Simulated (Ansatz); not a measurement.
# C₃H₇NO: basis-set convergence

The task here is to estimate one member of a computed series from the others.

Method: one geometry, several basis sets; program: Ansatz 0.2.0, Gaussian basis.

The runs, in order: PBE0-D4/def2-SVP; ωB97M-V/def2-SVP; PBE0-D4/def2-QZVPP; ωB97M-V/def2-QZVPP; the functionals' def2-TZVPP values are taken from earlier runs.

## The relaxed structure

An earlier PBE0-D4 in a triple-zeta def2 set relaxation fixed the geometry.

12 atoms, charge 0, spin multiplicity 1.

Atoms are counted from 1 here; the program's logs count them from 0.

Bond lengths: C1–C2 1.341 Å, C1–H6 1.078 Å, C1–H7 1.081 Å, C2–O3 1.358 Å, C2–N4 1.366 Å, O3–H8 0.961 Å, N4–C5 1.436 Å, N4–H9 1.007 Å, C5–H10 1.093 Å, C5–H11 1.099 Å, C5–H12 1.090 Å. Angles: C2–C1–H6 121.5°, C2–C1–H7 120.4°, H6–C1–H7 118.1°, C1–C2–O3 123.9°, C1–C2–N4 126.5°, O3–C2–N4 109.5°, C2–O3–H8 108.1°, C2–N4–C5 120.1°, C2–N4–H9 113.5°, C5–N4–H9 116.8°, N4–C5–H10 110.0°, N4–C5–H11 113.0°, N4–C5–H12 109.0°, H10–C5–H11 108.0°, H10–C5–H12 107.9°, H11–C5–H12 108.8°.

Set-up of the first run:

Contents of in.yaml:

```yaml
crystal:
  periodic: [false, false, false]
  atoms:
    - {symbol: C, position_ang: [1.212065, -0.360202, 0.810525]}
    - {symbol: C, position_ang: [-0.115795, -0.477294, 0.661412]}
    - {symbol: O, position_ang: [-0.896777, -1.281032, 1.429180]}
    - {symbol: N, position_ang: [-0.895408, 0.192704, -0.238274]}
    - {symbol: C, position_ang: [-0.286609, 0.972463, -1.278730]}
    - {symbol: H, position_ang: [1.799403, 0.263162, 0.155173]}
    - {symbol: H, position_ang: [1.719912, -0.869975, 1.617870]}
    - {symbol: H, position_ang: [-0.323429, -1.787022, 2.010517]}
    - {symbol: H, position_ang: [-1.745215, -0.293116, -0.473294]}
    - {symbol: H, position_ang: [0.287537, 1.793806, -0.842532]}
    - {symbol: H, position_ang: [0.389766, 0.385887, -1.915577]}
    - {symbol: H, position_ang: [-1.068549, 1.405321, -1.902169]}
basis:
  gaussian: {orbitals: def2-SVP}
hamiltonian: {xc: pbe0, dispersion: d4}
output: {orbitals: {seedname: orbitals}}
```

Among the steps run: PBE0-D4 in def2-SVP; ωB97M-V in def2-SVP; PBE0-D4 in def2-QZVPP; ωB97M-V in def2-QZVPP.

One table of the session follows, with a row left open; its other results are not shown here.

It belongs to the step «Functionals by basis». 

```
functional       basis  HOMO (eV)  LUMO (eV)
   PBE0-D4    def2-SVP      -5.54       1.80
   PBE0-D4  def2-TZVPP      -5.73       1.12
   PBE0-D4  def2-QZVPP      -5.77       0.63
   ωB97M-V    def2-SVP          ?          ?
   ωB97M-V  def2-TZVPP      -7.95       2.55
   ωB97M-V  def2-QZVPP      -8.00       1.77
```

**Question.** Estimate the row for ωB97M-V, def2-SVP.

The run gave: HOMO (eV): -7.76; LUMO (eV): 3.48. In the column «HOMO (eV)» it lies between ωB97M-V, def2-TZVPP (-7.95) and PBE0-D4, def2-QZVPP (-5.77).
